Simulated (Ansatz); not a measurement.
**Al₂HCl (singlet): wave-function methods side by side, cc-pVDZ**

Aim: climb from Hartree-Fock through coupled cluster and multireference methods for Al₂HCl (singlet) at one geometry and basis, and see what each rung misses.

Program: Ansatz 0.2.0, Gaussian basis. Level of theory: cc-pVDZ, core rule «outside noble gas», up to 15 orbitals frozen. These are calculated values, not measurements.

To be run: UHF; CCSD(T) on RHF; CCSD(T) on UHF; BCCD(T) on RHF; CISD; CCSDT(Q) on RHF; CCSDT(Q) on UHF; CASSCF and MRCISD+Q, 8 electrons in 8 orbitals; CASSCF and NEVPT2, 8 electrons in 8 orbitals.

14 further runs of the same task are left out: 3 that didn't finish, 11 set aside as unsound or not needed.

## 1. The geometry

The geometry is a PBE0/def2-TZVP stationary point (not a proven minimum) of the parent state, kept for this charge and spin.

4 atoms, charge 0, spin multiplicity 1.

Atoms are counted from 1 here; the program's logs count them from 0.

Bond lengths: Al1–Al2 2.540 Å, Al2–Cl3 2.112 Å, Al2–H4 1.583 Å. Angles: Al1–Al2–Cl3 115.3°, Al1–Al2–H4 123.6°, Cl3–Al2–H4 121.1°.

## 2. UHF

in.yaml reads:

```yaml
crystal:
  periodic: [false, false, false]
  atoms:
    - {symbol: Al, position_ang: [0.000000, -0.394814, 2.233308]}
    - {symbol: Al, position_ang: [0.000000, 0.833312, 0.009660]}
    - {symbol: Cl, position_ang: [0.000000, -0.402256, -1.703598]}
    - {symbol: H, position_ang: [0.000000, 2.410685, -0.120119]}
basis:
  gaussian: {orbitals: cc-pVDZ}
magnetization: {spin_polarized: true, initial_magnetization: 0}
hamiltonian: {xc: hf}
output: {orbitals: {seedname: orbitals}}
```

Command:

```console
> ansatz run in.yaml --threads 1 --pin off --events-out ev --progress --plain --max-ram 2393MiB
```

After this run come: CCSD(T) on RHF; CCSD(T) on UHF; BCCD(T) on RHF; CISD; CCSDT(Q) on RHF; CCSDT(Q) on UHF; CASSCF and MRCISD+Q, 8 electrons in 8 orbitals; CASSCF and NEVPT2, 8 electrons in 8 orbitals.

Before running them: what should the planned runs give, taken together? Wanted: RCCSDT(Q) below the RHF energy; RMP2 from RCCSDT(Q); UMP2 from RCCSDT(Q); RCCSD from RCCSDT(Q); RCCSD(T) from RCCSDT(Q); UCCSD(T) from RCCSDT(Q); UCCSDT(Q) from RCCSDT(Q); NEVPT2 frontier from RCCSDT(Q); T1 diagnostic.

As calculated:

| quantity | value |
| --- | --- |
| RCCSDT(Q) below the RHF energy | -7.7101 eV |
| RMP2 from RCCSDT(Q) | +1363.0 meV |
| UMP2 from RCCSDT(Q) | +1516.0 meV |
| RCCSD from RCCSDT(Q) | +216.3 meV |
| RCCSD(T) from RCCSDT(Q) | +44.1 meV |
| UCCSD(T) from RCCSDT(Q) | +46.9 meV |
| UCCSDT(Q) from RCCSDT(Q) | +0.5 meV |
| NEVPT2 frontier from RCCSDT(Q) | +1210.2 meV |
| levels within 1 kcal/mol (43 meV) | BCCD(T), RCCSDT, UCCSDT, UCCSDT(Q) |
| T1 diagnostic | 0.014 |

**Reading.** RCCSD(T) misses by +44.1 meV, 0.6 % of the correlation energy. Coupled cluster took another determinant than the lowest Hartree-Fock one. These misses are within one basis, not against nature.
